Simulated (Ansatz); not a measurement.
## Ansatz (development build ahead of 0.2.0) run

```yaml
crystal:
  periodic: [false, false, false]
  atoms:
    - { symbol: C, position_ang: [0.0, 0.0, -0.71854] }
    - { symbol: C, position_ang: [0.0, 0.0, 0.71854] }
    - { symbol: H, position_ang: [0.0, -1.00563, -1.33954] }
    - { symbol: H, position_ang: [0.0, 1.00563, -1.33954] }
    - { symbol: H, position_ang: [0.0, -1.00563, 1.33954] }
    - { symbol: H, position_ang: [0.0, 1.00563, 1.33954] }
basis:
  gaussian: { orbitals: def2-TZVP }
hamiltonian:
  xc: hf
```

The input is written out in the form of the current development build from the run's settings.

The run gave:

```yaml
Converged: yes
Total_energy: -78.02203 hartree
Spin_squared_of_the_determinant: 0.000
```

Caution: no unrestricted run beside it, a lower state can exist.
